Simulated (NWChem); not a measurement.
System: hydrazine (N₂H₄); SMILES NN

NWChem input:

```
start job
memory heap 200 mb stack 900 mb global 1100 mb
geometry units angstroms noautosym nocenter noautoz
  N     -0.068466     0.707447     0.075727
  N      0.068466    -0.707447     0.075727
  H      0.849513     1.113869     0.294813
  H     -0.339383     1.086120    -0.846530
  H     -0.849513    -1.113869     0.294813
  H      0.339383    -1.086120    -0.846530
end
basis spherical
  * library def2-svp
end
dft
  xc m06-2x
  iterations 150
end
cosmo
  do_cosmo_smd true
  solvent ethanol
end
task dft energy
```

Output (shortened):

```
             Northwest Computational Chemistry Package (NWChem) 7.3.0
             --------------------------------------------------------

                             Geometry "geometry" -> ""
                             -------------------------

 Output coordinates in angstroms (scale by  1.889725989 to convert to a.u.)

  No.       Tag          Charge          X              Y              Z
 ---- ---------------- ---------- -------------- -------------- --------------
    1 N                    7.0000    -0.06846600     0.70744700     0.07572700
    2 N                    7.0000     0.06846600    -0.70744700     0.07572700
    3 H                    1.0000     0.84951300     1.11386900     0.29481300
    4 H                    1.0000    -0.33938300     1.08612000    -0.84653000
    5 H                    1.0000    -0.84951300    -1.11386900     0.29481300
    6 H                    1.0000     0.33938300    -1.08612000    -0.84653000

 Effective nuclear repulsion energy (a.u.)      41.4198222993

                                 NWChem DFT Module
                                 -----------------

 Summary of "ao basis" -> "ao basis" (spherical)
 ------------------------------------------------------------------------------
       Tag                 Description            Shells   Functions and Types
 ---------------- ------------------------------  ------  ---------------------
 N                          def2-svp                 6       14   3s2p1d
 H                          def2-svp                 3        5   2s1p

 in cosmo_initialize ...
 calling solv_data for solv:ethanol

 solvent parameters
 solvname_short: ethanol
 solvname_long:  ethanol
 dielec:       24.8520
 dielecinf:     1.8526
 nonaqueous SMD model solvent descriptors
 dielec:       24.8520
 sola:          0.3700
 solb:          0.4800
 solc:          0.0000
 solg:         31.6200
 solh:          0.0000
 soln:          1.3611

          ---------------
          -cosmo- solvent
          ---------------
 Cosmo: York-Karplus, doi: 10.1021/jp992097l
 dielectric constant -eps-     =  24.85
 screen = (eps-1)/(eps    )    =   0.95976
 surface charge correction     = lagrangian

   van der Waals surface
 --------------------------

 ---------- ATOMIC COORDINATES (A.U.) ------------ VDWR(ANG.) --
     1   -0.12938198    1.33688098    0.14310328     1.890
     2    0.12938198   -1.33688098    0.14310328     1.890
     3    1.60534679    2.10490720    0.55711579     1.200
     4   -0.64134088    2.05246919   -1.59970974     1.200
     5   -1.60534679   -2.10490720    0.55711579     1.200
     6    0.64134088   -2.05246919   -1.59970974     1.200
 number of segments per atom =        128
 number of   points per atom =        128
 atom (   nspa,  nppa )
 ----------------------
    1 (     75,     0 )       0
    2 (     75,     0 )       0
    3 (     47,     0 )       0
    4 (     48,     0 )       0
    5 (     47,     0 )       0
    6 (     48,     0 )       0
 number of -cosmo- surface points =      340
 molecular surface =     66.854 angstrom**2
 molecular volume  =     48.392 angstrom**3
 -lineq- algorithm             =   0
 -bem- low  level              =   3
 -bem- from -octahedral-
 gaussian surface charge width =   4.50000
 degree of switching           =   1.00000
 switching function tolerance  =   0.00010
 atomic radii =
 --------------
    1  7.000  1.890
    2  7.000  1.890
    3  1.000  1.200
    4  1.000  1.200
    5  1.000  1.200
    6  1.000  1.200
 ...... end of -cosmo- initialization ......

 nat:                     6
 ixmem:                  2111
 calling mnsol_interface()
 G(SMD-CDS) energy (kcal/mol)  =     2.096
 SMD-CDS SASA (angstrom**2)    =    84.110

            General Information
            -------------------
          SCF calculation type: DFT
          Wavefunction type:  closed shell.
          No. of atoms     :     6
          No. of electrons :    18
           Alpha electrons :     9
            Beta electrons :     9
          Charge           :     0
          Spin multiplicity:     1
          Use of symmetry is: off; symmetry adaption is: off
          Maximum number of iterations: 150
          AO basis - number of functions:    48
                     number of shells:    24
          Convergence on energy requested:  1.00D-06
          Convergence on density requested:  1.00D-05
          Convergence on gradient requested:  5.00D-04

              XC Information
              --------------
                       M06-2X Method XC Functional
                     Hartree-Fock (Exact) Exchange  0.540
                        M06-2X Exchange Functional  1.000
                      M06-2X Correlation Potential  1.000

             Grid Information
             ----------------
          Grid used for XC integration:  medium
          Radial quadrature: Mura-Knowles
          Angular quadrature: Lebedev.
          Tag              B.-S. Rad. Rad. Pts. Rad. Cut. Ang. Pts.
          ---              ---------- --------- --------- ---------
          N                   0.65       49           7.0       434
          H                   0.35       45           8.0       434
          Grid pruning is: on
          Number of quadrature shells:   278
          Spatial weights used:  Erf1

      Superposition of Atomic Density Guess
      -------------------------------------

 Sum of atomic energies:        -110.48547921

      Non-variational initial energy
      ------------------------------

 Total energy =    -111.393910
 1-e energy   =    -230.922506
 2-e energy   =      78.108773
 HOMO         =      -0.309972
 LUMO         =       0.096309

   convergence    iter        energy       DeltaE   RMS-Dens  Diis-err
 ---------------- ----- ----------------- --------- --------- ---------
     COSMO gas phase
 d= 0,ls=0.0,diis     1   -111.6944853691 -1.53D+02  8.44D-03  1.76D-01
 d= 0,ls=0.0,diis     2   -111.7147606670 -2.03D-02  2.48D-03  2.82D-02
 d= 0,ls=0.0,diis     3   -111.7171300244 -2.37D-03  9.01D-04  5.10D-03
 d= 0,ls=0.0,diis     4   -111.7176737767 -5.44D-04  2.55D-04  1.43D-04
 d= 0,ls=0.0,diis     5   -111.7176947154 -2.09D-05  6.61D-05  3.34D-06
 d= 0,ls=0.0,diis     6   -111.7176956141 -8.99D-07  2.50D-05  1.69D-07
 d= 0,ls=0.0,diis     7   -111.7176956819 -6.79D-08  4.83D-06  4.64D-09

   convergence    iter        energy       DeltaE   RMS-Dens  Diis-err
 ---------------- ----- ----------------- --------- --------- ---------
     COSMO solvation phase
 d= 0,ls=0.0,diis     1   -111.7251591616 -7.46D-03  2.60D-03  5.30D-03
 d= 0,ls=0.0,diis     2   -111.7263365225 -1.18D-03  5.76D-04  9.68D-04
 d= 0,ls=0.0,diis     3   -111.7264377282 -1.01D-04  2.75D-04  2.22D-04
 d= 0,ls=0.0,diis     4   -111.7264685003 -3.08D-05  6.96D-05  1.12D-05
 d= 0,ls=0.0,diis     5   -111.7264701724 -1.67D-06  2.64D-05  1.37D-07
 d= 0,ls=0.0,diis     6   -111.7264702490 -7.66D-08  4.51D-06  4.15D-09

         Total DFT energy =     -111.726470248999
      One electron energy =     -233.174635113059
           Coulomb energy =       95.236080735145
    Exchange-Corr. energy =      -15.237281835037
 Nuclear repulsion energy =       41.419822299254

             COSMO energy =        0.029543664697

 Numeric. integr. density =       17.999998855601

                                COSMO-SMD solvation results
                                ---------------------------

             internal energy in gas <Psi(g)|H|Psi(g)> =      -111.717695681933
         internal energy in solvent <Psi(s)|H|Psi(s)> =      -111.716185351436
                               delta internal energy  =         0.001510330497 (    0.95 kcal/mol)
   total free energy in solvent <Psi(s)|H+V/2|Psi(s)> =      -111.729810447824
 polarization energy contribution <Psi(s)|V/2|Psi(s)> =        -0.013625096388 (   -8.55 kcal/mol)
    total free energy in solvent including G(SMD-CDS) =      -111.726470248999
                       G(SMD-CDS) energy contribution =         0.003340198825 (    2.10 kcal/mol)
     1 M fixed-concentration free energy of solvation =        -0.008774567066 (   -5.51 kcal/mol)

                       DFT Final Molecular Orbital Analysis
                       ------------------------------------

 Vector    7  Occ=2.000000D+00  E=-5.036395D-01
              MO Center=  2.4D-10,  3.6D-10,  1.4D-01, r^2= 1.6D+00
   Bfn.  Coefficient  Atom+Function         Bfn.  Coefficient  Atom+Function
  ----- ------------  ---------------      ----- ------------  ---------------
     5      0.335635  1 N  py                19     -0.335635  2 N  py
    29     -0.258258  3 H  s                 39     -0.258258  5 H  s
     8     -0.166770  1 N  py                22      0.166770  2 N  py
     4      0.139070  1 N  px                18     -0.139070  2 N  px
     6      0.132887  1 N  pz                20      0.132887  2 N  pz

 Vector    8  Occ=2.000000D+00  E=-3.100904D-01
              MO Center=  2.9D-08, -9.8D-08,  1.6D-01, r^2= 1.5D+00
   Bfn.  Coefficient  Atom+Function         Bfn.  Coefficient  Atom+Function
  ----- ------------  ---------------      ----- ------------  ---------------
     4      0.337418  1 N  px                18     -0.337418  2 N  px
     7     -0.256785  1 N  px                21      0.256785  2 N  px
     6     -0.192541  1 N  pz                20     -0.192541  2 N  pz
     9      0.188267  1 N  pz                23      0.188267  2 N  pz
    29     -0.171603  3 H  s                 39     -0.171603  5 H  s

 Vector    9  Occ=2.000000D+00  E=-3.095456D-01
              MO Center= -3.0D-08,  9.9D-08,  1.2D-01, r^2= 1.6D+00
   Bfn.  Coefficient  Atom+Function         Bfn.  Coefficient  Atom+Function
  ----- ------------  ---------------      ----- ------------  ---------------
     6      0.347189  1 N  pz                20     -0.347189  2 N  pz
     9     -0.263793  1 N  pz                23      0.263793  2 N  pz
    34      0.198401  4 H  s                 44     -0.198401  6 H  s
     3     -0.189424  1 N  s                 17      0.189424  2 N  s
     4     -0.178259  1 N  px                18     -0.178258  2 N  px

 Vector   10  Occ=0.000000D+00  E= 1.060319D-01
              MO Center=  4.8D-09,  5.0D-09, -6.6D-01, r^2= 4.5D+00
   Bfn.  Coefficient  Atom+Function         Bfn.  Coefficient  Atom+Function
  ----- ------------  ---------------      ----- ------------  ---------------
     3      0.942771  1 N  s                 17      0.942771  2 N  s
    35     -0.789716  4 H  s                 45     -0.789716  6 H  s
    30     -0.603453  3 H  s                 40     -0.603453  5 H  s
     8      0.235599  1 N  py                22     -0.235599  2 N  py
     9     -0.205985  1 N  pz                23     -0.205985  2 N  pz

 Vector   11  Occ=0.000000D+00  E= 1.375837D-01
              MO Center= -7.1D-09, -8.3D-09, -1.0D-01, r^2= 5.4D+00
   Bfn.  Coefficient  Atom+Function         Bfn.  Coefficient  Atom+Function
  ----- ------------  ---------------      ----- ------------  ---------------
     3      1.242709  1 N  s                 17     -1.242709  2 N  s
    30     -0.938501  3 H  s                 40      0.938501  5 H  s
    35     -0.635987  4 H  s                 45      0.635987  6 H  s
     7      0.268808  1 N  px                21      0.268808  2 N  px
     2      0.149452  1 N  s                 16     -0.149452  2 N  s

 Vector   12  Occ=0.000000D+00  E= 1.812493D-01
              MO Center=  5.6D-09,  5.1D-09, -1.5D-01, r^2= 5.0D+00
   Bfn.  Coefficient  Atom+Function         Bfn.  Coefficient  Atom+Function
  ----- ------------  ---------------      ----- ------------  ---------------
    30      1.090635  3 H  s                 40      1.090635  5 H  s
    35     -0.826742  4 H  s                 45     -0.826742  6 H  s
     7     -0.474628  1 N  px                21      0.474628  2 N  px
     9     -0.340615  1 N  pz                23     -0.340615  2 N  pz
     4      0.182792  1 N  px                18     -0.182792  2 N  px

     Multipole analysis of the density
     ---------------------------------

     L   x y z        total         alpha         beta         nuclear
     -   - - -        -----         -----         ----         -------
     0   0 0 0     -0.000000     -9.000000     -9.000000     18.000000

     1   1 0 0      0.000000      0.000000      0.000000      0.000000
     1   0 1 0     -0.000000     -0.000000     -0.000000      0.000000
     1   0 0 1     -1.004990     -0.461624     -0.461624     -0.081742

     2   2 0 0     -9.228091     -7.719680     -7.719680      6.211269
     2   1 1 0      2.075482      0.185746      0.185746      1.703991
     2   1 0 1     -0.000000     -0.000000     -0.000000      0.000000
     2   0 2 0     -8.851179    -25.579609    -25.579609     42.308039
     2   0 1 1      0.000000      0.000000      0.000000      0.000000
     2   0 0 2     -9.382024     -7.703811     -7.703811      6.025598
```

Level: M06-2X/def2-SVP, SMD on the gas-phase geometry. Structure relaxed at the PBE-D3(BJ)/def2-SVP level. Solvent: ethanol.
